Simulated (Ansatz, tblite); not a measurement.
Cost and result up the ladder for Na₂Cl (the lowest doublet isomer of a short search) (3 atoms). Charge 0, multiplicity 2. Geometry: PBE0-D4/def2-TZVP.

```xyz
3

Na   -0.016    0.516    1.667
Na   -1.163   -0.611   -1.150
Cl    1.179    0.095   -0.518
```

Ansatz on 4 threads of Arm Neoverse V1 on a shared host; xTB runs through tblite on one thread. Times are rough, summed over both states, and most runs start from the orbitals of an earlier one. CCSD(T)/def2-TZVPP serves as the yardstick here, not as an exact answer. Differences are given only for rows in sets of like size (and for xTB, whose basis is part of the method), since another set adds its own error. The other state is a quartet at its own geometry, which has other bonds, so the gap mixes isomer and spin.

The xTB rows come from tblite. Correlated methods freeze 7 core orbitals; core or outer-core shells of Na are correlated, in sets that lack core-valence functions. In the quartet geometry the species has come apart into loosely held pieces. The structure comes from a short search, and lower isomers may exist.

Run but left out: LDA (SPW92)/def2-TZVP (quartet: an occupied level 0.05 eV above an empty one).

Correlated methods converge slowly with the basis.

xTB has no spin-polarisation term.

| level | functions | wall time |
| --- | --- | --- |
| GFN1-xTB | 17 | 0.003 s |
| GFN2-xTB | 17 | 0.004 s |
| HF/STO-3G | 27 | 0.2 s |
| MP2/def2-TZVP | 101 | 1.4 s |
| revPBE-D4/def2-TZVP | 101 | 3.5 s |
| PBE-D4/def2-TZVP | 101 | 3.6 s |
| RPA@PBE/def2-TZVP | 101 | 4.3 s |
| BHLYP-D4/def2-TZVP | 101 | 4.7 s |
| B2PLYP/def2-TZVP | 101 | 5.8 s |
| PBE0-D4/def2-TZVP | 101 | 6 s |
| r2SCAN-D4/def2-TZVP (with forces) | 101 | 11 s |
| CCSD(T)/def2-TZVPP | 106 | 15 s |
| B97M-V/def2-TZVP | 101 | 19 s |

Question: Estimate what each level gives for the quartet − doublet (eV).

Answer: 
```json
{"level": "GFN1-xTB", "quartet − doublet (eV)": "7.35", "difference from CCSD(T)/def2-TZVPP (eV)": "2.49", "remarks": "–"}
{"level": "GFN2-xTB", "quartet − doublet (eV)": "6.52", "difference from CCSD(T)/def2-TZVPP (eV)": "1.66", "remarks": "–"}
{"level": "HF/STO-3G", "quartet − doublet (eV)": "8.61", "difference from CCSD(T)/def2-TZVPP (eV)": "–", "remarks": "HOMO above zero (doublet), HOMO above zero (quartet)"}
{"level": "MP2/def2-TZVP", "quartet − doublet (eV)": "5.01", "difference from CCSD(T)/def2-TZVPP (eV)": "0.15", "remarks": "–"}
{"level": "revPBE-D4/def2-TZVP", "quartet − doublet (eV)": "4.58", "difference from CCSD(T)/def2-TZVPP (eV)": "-0.28", "remarks": "–"}
{"level": "PBE-D4/def2-TZVP", "quartet − doublet (eV)": "4.79", "difference from CCSD(T)/def2-TZVPP (eV)": "-0.07", "remarks": "–"}
{"level": "RPA@PBE/def2-TZVP", "quartet − doublet (eV)": "4.44", "difference from CCSD(T)/def2-TZVPP (eV)": "-0.42", "remarks": "–"}
{"level": "BHLYP-D4/def2-TZVP", "quartet − doublet (eV)": "4.55", "difference from CCSD(T)/def2-TZVPP (eV)": "-0.32", "remarks": "–"}
{"level": "B2PLYP/def2-TZVP", "quartet − doublet (eV)": "4.93", "difference from CCSD(T)/def2-TZVPP (eV)": "0.07", "remarks": "–"}
{"level": "PBE0-D4/def2-TZVP", "quartet − doublet (eV)": "4.78", "difference from CCSD(T)/def2-TZVPP (eV)": "-0.09", "remarks": "–"}
{"level": "r2SCAN-D4/def2-TZVP (with forces)", "quartet − doublet (eV)": "5.02", "difference from CCSD(T)/def2-TZVPP (eV)": "0.16", "remarks": "–"}
{"level": "CCSD(T)/def2-TZVPP", "quartet − doublet (eV)": "4.86", "difference from CCSD(T)/def2-TZVPP (eV)": "0.00", "remarks": "–"}
{"level": "B97M-V/def2-TZVP", "quartet − doublet (eV)": "5.08", "difference from CCSD(T)/def2-TZVPP (eV)": "0.22", "remarks": "–"}
```
